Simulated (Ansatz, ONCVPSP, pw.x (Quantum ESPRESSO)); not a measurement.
**Which W potential is closest to all-electron in the fcc crystal?**

All use LDA (Perdew-Wang 92), scalar-relativistic, no spin, cutoffs from each file’s atomic test, pw.x 7.5; 14³ k-points, Fermi–Dirac smearing 0.01 Ry. Δ is the rms difference from all-electron LAPW of the E(V) curves that follow from fits to the pressures, over ±6 % in volume. Mesh and smearing are coarse and serve the comparison alone. The files are a selection: those with a ghost or negative overlap were mostly not run, and those with noisy or unconverged pressures or nearly equal Δ are left out.

All-electron: a0 = 3.975 Å (V0 = 15.70 Å³/atom), B0 = 309.7 GPa.

(1) Rank them by Δ, smallest first.
A. optimised norm-conserving Vanderbilt (ONCV), ONCVPSP 4.0.1.1 (patched build), LDA (Perdew-Wang 92); core [Kr] 4d10 4f14, reference 5s2 5p6 5d4 6s2; waves: 5s+6s: rc 1.60 bohr, ncon 4, nbas 8, qcut 9.7 1/bohr, 2 projectors; 5p: rc 1.75 bohr, ncon 5, nbas 9, qcut 8.9 1/bohr, 3 projectors, debl 2.4 Ha; 5d: rc 1.75 bohr, ncon 3, nbas 7, qcut 5.9 1/bohr, 2 projectors, debl 1.6 Ha; local part: polynomial inside 1.05 bohr (lpopt 3, dvloc0 -1 Ha); core correction: none.
B. optimised norm-conserving Vanderbilt (ONCV), ONCVPSP 4.0.1.1 (patched build), LDA (Perdew-Wang 92); core [Xe] 4f14, reference 5d4 6s2; waves: 6s: rc 2.90 bohr, ncon 4, nbas 9, qcut 2.8 1/bohr, 3 projectors, debl 2.6 Ha; p scattering state at 0.15 Ha: rc 3.00 bohr, ncon 4, nbas 8, qcut 2.3 1/bohr, 2 projectors, debl 3.4 Ha; 5d: rc 2.75 bohr, ncon 5, nbas 9, qcut 5 1/bohr, 2 projectors, debl 1.9 Ha; local part: polynomial inside 1.90 bohr (lpopt 1, dvloc0 0 Ha); core correction: Teter function fitted to the true core (icmod 2), fcfact 0.65. In the p channel the program set the typed energies aside and used 0.050, 3.450 Ha.
C. optimised norm-conserving Vanderbilt (ONCV), ONCVPSP 4.0.1.1 (patched build), LDA (Perdew-Wang 92); core [Kr] 4d10 4f14 5s2, reference 5p6 5d4 6s2; waves: 6s: rc 2.70 bohr, ncon 4, nbas 7, qcut 2.1 1/bohr, 2 projectors, debl 0.9 Ha; 5p: rc 1.85 bohr, ncon 3, nbas 6, qcut 5.8 1/bohr, 3 projectors, debl 2.9 Ha; 5d: rc 1.70 bohr, ncon 3, nbas 7, qcut 6.2 1/bohr, 2 projectors, debl 1.9 Ha; local part: polynomial inside 1.65 bohr (lpopt 5, dvloc0 6 Ha); core correction: Teter function fitted to the true core (icmod 2), fcfact 0.75.

## Answers

(1) C (7.3 meV/atom), A (17.7 meV/atom), B (44.0 meV/atom).
